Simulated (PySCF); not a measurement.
**Do core-level shifts follow atomic charges?**

Compound: C5H7F.
Cartesian coordinates in Å at the PBE0-D3(BJ)/def2-SVP level; atoms count from 1:
```xyz
13
C5H7F angstrom
F      2.5411   -1.2528    0.6285
C      1.8634   -0.1008    0.6480
C      0.6497    0.0064    0.1241
C     -0.3037   -0.9882   -0.4905
C     -1.4345    0.0494   -0.2746
C     -0.3696    1.1209    0.0752
H      2.4097    0.7113    1.1370
H     -0.0918   -1.1834   -1.5551
H     -0.3989   -1.9583    0.0209
H     -2.0758   -0.2002    0.5828
H     -2.0763    0.2638   -1.1406
H     -0.1903    1.8280   -0.7521
H     -0.5231    1.7040    0.9965
```

Binding energies: delta-SCF UKS SCAN, pcX-2 on the ionised atom, pcseg-1 elsewhere, spin-free X2C in PySCF 2.14.0. Charges: PBE0/pcSseg-1 ground-state density, for the ionised atom.

```json
{"atom": "C3", "environment": "fully substituted alkene carbon", "C 1s (eV)": "290.37", "Mulliken (e)": "-0.394", "IAO (e)": "-0.046", "Hirshfeld (e)": "-0.027", "ESP (e)": "+0.090"}
{"atom": "C5", "environment": "four-membered-ring carbon", "C 1s (eV)": "290.68", "Mulliken (e)": "-0.240", "IAO (e)": "-0.254", "Hirshfeld (e)": "-0.065", "ESP (e)": "-0.054"}
{"atom": "C4", "environment": "allylic carbon", "C 1s (eV)": "290.72", "Mulliken (e)": "-0.132", "IAO (e)": "-0.267", "Hirshfeld (e)": "-0.070", "ESP (e)": "-0.173"}
{"atom": "C6", "environment": "allylic carbon", "C 1s (eV)": "290.83", "Mulliken (e)": "-0.131", "IAO (e)": "-0.265", "Hirshfeld (e)": "-0.068", "ESP (e)": "-0.172"}
{"atom": "C2", "environment": "vinylic C–F carbon", "C 1s (eV)": "292.16", "Mulliken (e)": "+0.293", "IAO (e)": "+0.111", "Hirshfeld (e)": "+0.017", "ESP (e)": "-0.176"}
```

Task: How well does each charge scheme correlate with the binding energies over these sites?

Result: Mulliken: r = 0.98, slope 2.7 eV per e; Hirshfeld: r = 0.75, slope 13.9 eV per e; IAO: r = 0.68, slope 2.8 eV per e; ESP: r = -0.58, slope -3.5 eV per e. Mulliken charges have the highest r, on only 5 points.

Task: The point-charge model writes a binding energy as kq + V + constant, with V the potential of the other atoms' charges at the site. What does it give with the Hirshfeld charges?

Result: V = Σ 14.40 eV Å × q/r over all other atoms: -0.26 eV at C3, +0.63 eV at C5, +0.64 eV at C4, +0.73 eV at C6, -0.53 eV at C2. Fitting binding energy − V to q gives k = 29.0 eV per e and leaves an rms residual of 0.28 eV, against 0.41 eV for the fit on q alone. The model has no term for differences in relaxation between sites.

Geometry: PBE0-D3(BJ)/def2-SVP, one conformer, isolated molecule.
